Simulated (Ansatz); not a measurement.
A made-up structure of SiHClF, doublet:

F1  (-1.028, -0.370, 1.083)
Si2  (-0.252, -0.252, -0.306)
Cl3  (-1.529, -0.557, 2.612)
H4  (-0.467, 1.131, -0.819)
(Å)

It is relaxed with PBE-D4/def2-SVP and then PBE0-D4/def2-TZVP (Ansatz 0.2.0). Atoms count as bonded within 1.22 times the sum of their covalent radii (H–H: 0.88 Å). The end point is not checked to be a true minimum.

**Question.** Does its bonding change? (A judgement: the text doesn't fix the answer.)

**Answer.** By the calculation: Yes. Formed: none; broken: F1–Cl3.

Where it ends: The first stage lowers the energy by 3.96 eV in 11 steps. It ends as a complex of SiHF ([F][SiH]) + Cl:
```xyz
4
angstrom
F -0.7394 -0.9463 0.6411
Si -0.2358 -0.2596 -0.7321
Cl -1.7689 -0.0348 2.9921
H -0.5308 1.1920 -0.3316
```

Labels in which every atom is bracketed show which atoms are joined, not bond orders.

For scale, one of the runs: PBE0-D4/def2-TZVP relaxation, 111 basis functions, launched by `ansatz run in.yaml --threads 2 --pin off --events-out ev --progress --plain --max-ram 4352MiB`. Hardware: 2 CPU threads of an Arm Neoverse V2, shared host. Wall time about 46 s.
